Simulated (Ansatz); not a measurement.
# Two structures, one formula

Two relaxed structures of AlSiH4O (charge -1), closed shell (PBE0-D4/def2-TZVPD; forces vanish, vibrations not checked).

A:

O1  (-1.585, -0.192, -0.603)
Si2  (-0.076, -0.044, -1.339)
Al3  (1.165, -0.234, 0.895)
H4  (-1.462, -0.292, 0.359)
H5  (2.100, -1.569, 1.050)
H6  (1.986, 1.109, 1.346)
H7  (-0.237, -0.393, 1.791)
(Å)

B:

O1  (-1.833, -0.209, -1.063)
Si2  (-0.124, -0.077, -0.972)
Al3  (0.962, 0.298, 1.079)
H4  (-2.142, -0.863, -0.434)
H5  (0.144, 0.882, -2.105)
H6  (2.585, 0.397, 1.065)
H7  (0.408, -0.428, 2.430)
(Å)

Ansatz 0.2.0; basis: def2-TZVPPD; cores frozen in the correlated methods. B3LYP uses VWN-RPA correlation.

Question: Which structure is lower at CCSD(T), and by how much? (Judge from chemistry; the value comes from the calculation.)

Answer: Computed: B, by 12.6 kJ/mol (electronic energy, against the other). By their contacts, A is AlSiH₄O ([OH][Si][AlH3]), total charge -1 and B is AlSiH₄O ([OH][SiH][AlH2]), total charge -1.

Question: Do the other methods give the same order? (A judgement: the text doesn't fix the answer.)

Answer: The calculation gives: Not all: wB97M-V, HF give the other order.

```
   method  E(B) − E(A) (kJ/mol)
   PBE-D4                 -17.5
r2SCAN-D4                 -25.8
  PBE0-D4                 -16.9
 B3LYP-D4                  -9.5
  wB97M-V                   2.3
       HF                   0.7
      MP2                 -16.1
     CCSD                  -8.1
  CCSD(T)                 -12.6
```

T1 diagnostic: at most 0.020. The restricted Hartree–Fock reference is unstable towards an unrestricted one at one or more of these structures.

Labels in which every atom is bracketed show which atoms are joined, not bond orders.

For scale, one of the runs: CCSD(T)/def2-TZVPPD, 204 basis functions, launched by `ansatz run in.yaml --threads 2 --pin off --events-out ev --progress --plain --max-ram 4352MiB`. The run took 33 s on 2 CPU threads of an Intel Xeon Platinum 8488C (shared host), with 2.4 GiB of host memory at its peak.
